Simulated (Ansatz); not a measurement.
Geometry optimisation, RKS B3LYP/6-31G* in Ansatz 0.2.0.

Input:

```yaml
crystal:
  periodic: [false, false, false]
  atoms:
    - { symbol: Si, position_ang: [0.213175, -0.033736, 0.059243] }
    - { symbol: Si, position_ang: [0.973007, -0.019042, 2.172386] }
    - { symbol: H, position_ang: [0.032011, -0.242537, 3.30961] }
    - { symbol: H, position_ang: [2.047956, -1.046194, 2.266745] }
    - { symbol: H, position_ang: [1.606563, 1.319916, 2.359163] }
    - { symbol: H, position_ang: [1.583084, 0.082625, -0.442165] }
    - { symbol: H, position_ang: [-0.596051, 1.158357, -0.323255] }
    - { symbol: O, position_ang: [-0.460191, -1.449952, -0.527024] }
    - { symbol: H, position_ang: [-1.226854, -1.785437, -0.041103] }
basis:
  gaussian: { orbitals: "6-31G*" }
hamiltonian:
  xc: b3lyp
relax:
  f_tol: 0.03
  max_steps: 50
output:
  orbitals: {}
```

Launched with:

```bash
$ ansatz run input.yaml --threads 1 --pin off --max-ram 2048MiB --backend cpu --events-out ev --progress --plain --runs-dir out
```

Q: Where does it end, and by what steps?

A: The forces met the threshold. After 6 steps the energy has fallen by 0.241 eV; H6 moved furthest, 0.50 Å.

```tsv
step	energy less start (eV)	largest force component (eV/Å)	accepted
0	0.0000	1.470	yes
1	-0.1570	0.340	yes
2	-0.2009	0.215	yes
3	-0.2323	0.229	yes
4	-0.0382	0.903	no
5	-0.2405	0.150	yes
6	-0.2412	0.026	yes
```

```xyz
9
Properties=species:S:1:pos:R:3
Si 0.307 -0.033 -0.014
Si 1.036 -0.016 2.226
H -0.103 -0.238 3.163
H 2.050 -1.075 2.487
H 1.643 1.307 2.550
H 1.466 0.117 -0.929
H -0.607 1.133 -0.217
O -0.418 -1.473 -0.467
H -1.201 -1.737 0.035
```

Time of the run: 22 s on 1 thread of Arm Neoverse V1, on a shared host, peak memory 0.12 GiB.
